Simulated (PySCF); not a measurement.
# SiH3OF (SMILES O[SiH2]F): levels of theory compared

Wanted: a comparison of 6 runs (HF/STO-3G, B3LYP/6-31G*, PBE0/aug-cc-pVDZ, r2SCAN/aug-cc-pVDZ, wB97X/aug-cc-pVDZ, SCS-MP2/aug-cc-pVDZ) of SiH3OF. Input form: a Python script.

The results are computed with PySCF 2.14.0.

1 further run of the same task is left out (set aside as unsound or not needed).

## 1. The system as given

SiH3OF has 6 atoms, charge 0, and is taken as a singlet. SMILES: `O[SiH2]F`. One bond was lengthened or shortened from a relaxed shape.

Bond lengths: O1–Si2 1.874 Å, Si2–F3 1.596 Å, O1–H4 0.958 Å, Si2–H5 1.474 Å, Si2–H6 1.482 Å. Angles: O1–Si2–F3 111.0°, O1–Si2–H5 106.4°, O1–Si2–H6 111.7°, F3–Si2–H5 108.2°, F3–Si2–H6 106.0°, Si2–O1–H4 119.1°, H5–Si2–H6 113.7°.

## 2. A single-point energy at HF/STO-3G (run 1)

Input file mol.xyz:

```xyz
6
FH3OSi
O     -1.038240    -0.239180    -1.081274
Si     0.378300    -0.009300     0.123900
F      0.180800    -0.922800     1.417800
H     -1.898940     0.120220    -0.862774
H      1.595600    -0.458500    -0.575800
H      0.455100     1.385600     0.617600
```

Input file job.py:

```python
from pyscf import gto

mol = gto.M(
    atom='mol.xyz',
    verbose=3,
    max_memory=1860,
    basis='sto-3g',
    spin=0,
)

mf = mol.RHF()
mf.conv_tol = 1e-10
mf.kernel()
if not mf.converged:
    mf = mf.newton().run(mf.mo_coeff, mf.mo_occ)

e_tot = mf.e_tot
print('Final energy', e_tot)
```

On the command line:

```bash
OMP_NUM_THREADS=1 python job.py
```

Standard output:

```text
converged SCF energy = -459.2194302589
Final energy -459.21943025890005
```

Run time: 0.64 s. Hardware: 1 thread of Arm Neoverse V2, shared host; peak memory 0.12 GiB.

## 3. A single-point energy at B3LYP/6-31G(d) (spherical functions) (run 2)

Input file job.py:

```python
from pyscf import gto, dft

mol = gto.M(
    atom='''
O   -1.038240  -0.239180  -1.081274
Si   0.378300  -0.009300   0.123900
F    0.180800  -0.922800   1.417800
H   -1.898940   0.120220  -0.862774
H    1.595600  -0.458500  -0.575800
H    0.455100   1.385600   0.617600
''',
    verbose=3,
    max_memory=1860,
    basis='6-31g*',
)

mf = dft.RKS(mol, xc='b3lyp')
mf.conv_tol = 1e-10
mf.grids.level = 5
mf.kernel()
if not mf.converged:
    mf = mf.newton().run(mf.mo_coeff, mf.mo_occ)

energy = mf.e_tot
print('E = %.10f Eh' % energy)
```

On the command line:

```bash
OMP_NUM_THREADS=1 python job.py
```

Standard output:

```text
converged SCF energy = -466.427633789601
E = -466.4276337896 Eh
```

Wall time 7.2 s (1 thread of Arm Neoverse V2, shared host); peak memory 0.29 GiB.

Runs 3 to 4 aren't shown in full; the table further down has their settings and results.

## 4. A single-point energy at wB97X/aug-cc-pVDZ (run 5)

Input file input.py:

```python
from pyscf import gto, dft

mol = gto.M(
    atom='''
O     -1.961989    -0.451985    -2.043312
Si     0.714883    -0.017574     0.234137
F      0.341662    -1.743839     2.679254
H     -3.588477     0.227183    -1.630407
H      3.015247    -0.866439    -1.088104
H      0.860014     2.618405     1.167095
''',
    verbose=3,
    unit='bohr',
    max_memory=1860,
    spin=0,
    basis='aug-cc-pvdz',
)

myscf = dft.RKS(mol)
myscf.xc = 'wb97x'
myscf.grids.level = 5
myscf.conv_tol = 1e-10
myscf.kernel()
if not myscf.converged:
    myscf = myscf.newton().run(myscf.mo_coeff, myscf.mo_occ)

energy = myscf.e_tot
print('E = %.10f Eh' % energy)
```

On the command line:

```bash
OMP_NUM_THREADS=1 python input.py
```

Standard output:

```text
converged SCF energy = -466.415909033444
E = -466.4159090334 Eh
```

Run time: 23 s. Hardware: 1 thread of Arm Neoverse V2, shared host; peak memory 0.5 GiB.

## 5. A single-point energy at SCS-MP2/aug-cc-pVDZ (run 6)

Input file input.py:

```python
from pyscf import gto, mp

mol = gto.Mole()
mol.atom = '''
O   -1.038240  -0.239180  -1.081274
Si   0.378300  -0.009300   0.123900
F    0.180800  -0.922800   1.417800
H   -1.898940   0.120220  -0.862774
H    1.595600  -0.458500  -0.575800
H    0.455100   1.385600   0.617600
'''
mol.verbose = 4
mol.max_memory = 1860
mol.basis = 'aug-cc-pvdz'
mol.build()

mf = mol.RHF()
mf.conv_tol = 1e-10
mf.kernel()
if not mf.converged:
    mf = mf.newton().run(mf.mo_coeff, mf.mo_occ)

pt = mp.MP2(mf, frozen=7).run()
e_final = mf.e_tot + 1.2 * pt.e_corr_os + pt.e_corr_ss / 3
print(f'total energy: {e_final:.8f} hartree')
```

On the command line:

```bash
OMP_NUM_THREADS=1 python input.py
```

Standard output:

```text
PySCF version 2.14.0

[INPUT] num. atoms = 6
[INPUT] num. electrons = 34
[INPUT] charge = 0
[INPUT] spin (= nelec alpha-beta = 2S) = 0
[INPUT] symmetry False subgroup None
[INPUT] Mole.unit = angstrom
[INPUT] Symbol           X                Y                Z      unit          X                Y                Z       unit  Magmom
[INPUT]  1 O     -1.038240000000  -0.239180000000  -1.081274000000 AA   -1.961989251568  -0.451984694473  -2.043311725613 Bohr   0.0
[INPUT]  2 Si     0.378300000000  -0.009300000000   0.123900000000 AA    0.714883392923  -0.017574452958   0.234137066834 Bohr   0.0
[INPUT]  3 F      0.180800000000  -0.922800000000   1.417800000000 AA    0.341662483321  -1.743839267749   2.679253699408 Bohr   0.0
[INPUT]  4 H     -1.898940000000   0.120220000000  -0.862774000000 AA   -3.588476526982   0.227182874695  -1.630406567395 Bohr   0.0
[INPUT]  5 H      1.595600000000  -0.458500000000  -0.575800000000 AA    3.015247004356  -0.866439428113  -1.088104302525 Bohr   0.0
[INPUT]  6 H      0.455100000000   1.385600000000   0.617600000000 AA    0.860014359290   2.618404518197   1.167094854531 Bohr   0.0

nuclear repulsion = 113.074264986373
number of shells = 39
number of NR pGTOs = 153
number of NR cGTOs = 100
basis = aug-cc-pvdz
ecp = {}

******** <class 'pyscf.scf.hf.RHF'> ********
method = RHF
initial guess = minao
damping factor = 0
level_shift factor = 0
DIIS = <class 'pyscf.scf.diis.CDIIS'>
diis_start_cycle = 1
diis_space = 8
diis_damp = 0
SCF conv_tol = 1e-10
SCF conv_tol_grad = None
SCF max_cycles = 50
direct_scf = True
direct_scf_tol = 1e-13
Set gradient conv threshold to 1e-05
Initial guess from minao.
init E= -464.805406002474
  HOMO = -0.381003447801476  LUMO = 0.0109902946723519  gap/eV = 10.66669
cycle= 1 E= -464.996662868964  delta_E= -0.191  |g|= 0.642  |ddm|= 2.23
  HOMO = -0.4073199679989  LUMO = 0.0333489413921733  gap/eV = 11.99121
cycle= 2 E= -465.05587221764  delta_E= -0.0592  |g|= 0.412  |ddm|= 0.774
  HOMO = -0.496648016746471  LUMO = 0.035939929038121  gap/eV = 14.49246
cycle= 3 E= -465.086170798528  delta_E= -0.0303  |g|= 0.0456  |ddm|= 0.274
  HOMO = -0.484583562215156  LUMO = 0.0370915243059997  gap/eV = 14.19550
cycle= 4 E= -465.08680712313  delta_E= -0.000636  |g|= 0.0132  |ddm|= 0.0876
  HOMO = -0.486824996424207  LUMO = 0.037004774405144  gap/eV = 14.25413
cycle= 5 E= -465.086853894971  delta_E= -4.68e-05  |g|= 0.00463  |ddm|= 0.0233
  HOMO = -0.486674165522436  LUMO = 0.0369694676776975  gap/eV = 14.24907
cycle= 6 E= -465.086859688131  delta_E= -5.79e-06  |g|= 0.00103  |ddm|= 0.00675
  HOMO = -0.486767112516926  LUMO = 0.0369633118901564  gap/eV = 14.25143
cycle= 7 E= -465.086860442807  delta_E= -7.55e-07  |g|= 0.000306  |ddm|= 0.00297
  HOMO = -0.486791221858336  LUMO = 0.036962252806366  gap/eV = 14.25206
cycle= 8 E= -465.086860529771  delta_E= -8.7e-08  |g|= 6.52e-05  |ddm|= 0.00101
  HOMO = -0.48678751231677  LUMO = 0.0369619843103406  gap/eV = 14.25195
cycle= 9 E= -465.086860533129  delta_E= -3.36e-09  |g|= 1.58e-05  |ddm|= 0.000196
  HOMO = -0.486787906293472  LUMO = 0.0369621330909782  gap/eV = 14.25196
cycle= 10 E= -465.086860533323  delta_E= -1.94e-10  |g|= 4.68e-06  |ddm|= 3.98e-05
  HOMO = -0.486787856486615  LUMO = 0.0369620600744751  gap/eV = 14.25196
cycle= 11 E= -465.086860533339  delta_E= -1.57e-11  |g|= 9.43e-07  |ddm|= 1.3e-05
  HOMO = -0.486787808045232  LUMO = 0.036962069932942  gap/eV = 14.25196
Extra cycle  E= -465.086860533343  delta_E= -3.41e-12  |g|= 4.36e-07  |ddm|= 1.85e-06
converged SCF energy = -465.086860533343

******** <class 'pyscf.mp.mp2.RMP2'> ********
nocc = 10, nmo = 93
frozen orbitals 7
E(RMP2) = -465.607110877491  E_corr = -0.520250344148027
E(SCS-RMP2) = -465.597571722124  E_corr = -0.510711188781459
E_corr(same-spin) = -0.131064489457123
E_corr(oppo-spin) = -0.389185854690904
total energy: -465.59757172 hartree
```

Wall time 2.2 s (1 thread of Arm Neoverse V2, shared host); peak memory 0.25 GiB.

## 6. All runs side by side

| run | level | integration grid | frozen core orbitals | energy (Eh) | dipole moment (D) of the reference | HOMO energy (eV) | LUMO energy (eV) | wall time |
| --- | --- | --- | --- | --- | --- | --- | --- | --- |
| 1 | HF/STO-3G | – | – | -459.219430 | 1.34 | -9.19 | 10.46 | 0.64 s |
| 2 | B3LYP/6-31G* (spherical functions) | 5 | – | -466.427634 | 1.54 | -8.23 | 0.31 | 7.2 s |
| 3 | PBE0/aug-cc-pVDZ | 5 | – | -466.161781 | 1.52 | -9.04 | -0.50 | 15 s |
| 4 | r2SCAN/aug-cc-pVDZ | 5 | – | -466.356196 | 1.44 | -7.71 | -0.74 | 30 s |
| 5 | wB97X/aug-cc-pVDZ | 5 | – | -466.415909 | 1.58 | -11.57 | 1.13 | 23 s |
| 6 | SCS-MP2/aug-cc-pVDZ | – | 7 | -465.597572 | 1.72 | -13.25 | 1.01 | 2.2 s |

## 7. What came out

| quantity | value |
| --- | --- |
| run 6: total energy | -465.59757 Eh |
| run 6: dipole moment (Hartree–Fock density) | 1.72 D |
| run 6: HOMO energy (Hartree–Fock orbitals) | -13.25 eV |
| run 6: LUMO energy (Hartree–Fock orbitals) | 1.01 eV |
| run 6: HOMO–LUMO gap (Hartree–Fock orbitals) | 14.25 eV |
| run 6: correlation energy (7 core orbitals frozen) | -510.7 mEh |

What this shows: Over runs 1, 2, 3, 4, 5 the dipole moment (its size) runs from 1.34 D (HF/STO-3G) to 1.58 D (wB97X/aug-cc-pVDZ). The two ends differ in method and basis. Over runs 1, 2, 3, 4, 5 the HOMO–LUMO gap runs from 6.96 eV (r2SCAN/aug-cc-pVDZ) to 19.65 eV (HF/STO-3G). Totals of different functionals can't be ranked against each other. In run 1 the basis is minimal, so the values are rough. All runs together took 78 s, the longest 30 s.
